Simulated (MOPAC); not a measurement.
MOPAC input (PM3):

```
PM3 1SCF GEO-OK AUX(PRECISION=9) THREADS=1
C3H4

C    -0.00105023 1   -0.00044593 1    0.21807837 1
C    -0.00682676 1   -0.00289863 1    1.41756777 1
C     0.00595226 1    0.00252732 1   -1.23597935 1
H    -0.01194066 1   -0.00506999 1    2.47946412 1
H     0.01516829 1    1.02317495 1   -1.62370089 1
H     0.88736845 1   -0.51296496 1   -1.62264162 1
H    -0.87904773 1   -0.50023658 1   -1.63112234 1
```

From the output:

```
                                                       MOPAC v23.2.5 Linux

          FINAL HEAT OF FORMATION =         40.58362 KCAL/MOL =     169.80188 KJ/MOL

          COSMO AREA              =         87.55 SQUARE ANGSTROMS
          COSMO VOLUME            =         68.81 CUBIC ANGSTROMS

          IONIZATION POTENTIAL    =         10.880325 EV
          HOMO LUMO ENERGIES (EV) =        -10.880  1.896
          NO. OF FILLED LEVELS    =          8
          MOLECULAR WEIGHT        =         40.0646         POINT GROUP:  C3v

          MOLECULAR DIMENSIONS (Angstroms)

            Atom       Atom       Distance
            H     6    H     4     4.23013
            H     5    H     7     1.76648
            H     5    H     6     1.48469

          SCF CALCULATIONS        =          1

   ATOM   CHEMICAL          X               Y               Z
  NUMBER   SYMBOL      (ANGSTROMS)     (ANGSTROMS)     (ANGSTROMS)

     1       C         -0.00105023  *  -0.00044593  *   0.21807837  *
     2       C         -0.00682676  *  -0.00289863  *   1.41756777  *
     3       C          0.00595226  *   0.00252732  *  -1.23597935  *
     4       H         -0.01194066  *  -0.00506999  *   2.47946412  *
     5       H          0.01516829  *   1.02317495  *  -1.62370089  *
     6       H          0.88736845  *  -0.51296496  *  -1.62264162  *
     7       H         -0.87904773  *  -0.50023658  *  -1.63112234  *

                             CARTESIAN COORDINATES

   1    C       -0.001050230    -0.000445930     0.218078370
   2    C       -0.006826760    -0.002898630     1.417567770
   3    C        0.005952260     0.002527320    -1.235979350
   4    H       -0.011940660    -0.005069990     2.479464120
   5    H        0.015168290     1.023174950    -1.623700890
   6    H        0.887368450    -0.512964960    -1.622641620
   7    H       -0.879047730    -0.500236580    -1.631122340

           Empirical Formula: C3 H4  =     7 atoms

      MOLECULAR POINT GROUP   :   C3v

                  EIGENVALUES
 -33.85863 -27.43666 -18.15943 -15.77731 -14.62830 -14.62830 -10.88033 -10.88032
   1.89628   1.89628   2.75098   3.92850   4.37244   4.43331   4.43331   6.70009

              NET ATOMIC CHARGES AND DIPOLE CONTRIBUTIONS

  ATOM NO.   TYPE          CHARGE      No. of ELECS.   s-Pop       p-Pop
    1          C          -0.188704        4.1887     1.21860     2.97011
    2          C          -0.192153        4.1922     1.21256     2.97959
    3          C           0.046344        3.9537     1.08956     2.86409
    4          H           0.196094        0.8039     0.80391
    5          H           0.046140        0.9539     0.95386
    6          H           0.046140        0.9539     0.95386
    7          H           0.046140        0.9539     0.95386
 DIPOLE           X         Y         Z       TOTAL
 POINT-CHG.     0.003     0.001    -0.527     0.527
 HYBRID        -0.001    -0.000     0.152     0.152
 SUM            0.002     0.001    -0.374     0.374

          ATOMIC ORBITAL ELECTRON POPULATIONS

     Atom    s        px        py        pz
    1  C   1.21860   1.00493   1.00493   0.96024
    2  C   1.21256   1.01208   1.01208   0.95543
    3  C   1.08956   1.00226   1.00226   0.85958
    4  H   0.80391
    5  H   0.95386
    6  H   0.95386
    7  H   0.95386

 **********************
 *                    *
 * JOB ENDED NORMALLY *
 *                    *
 **********************

 == MOPAC DONE ==
```

The geometry given is a B3LYP-D3(BJ)/def2-TZVP minimum.
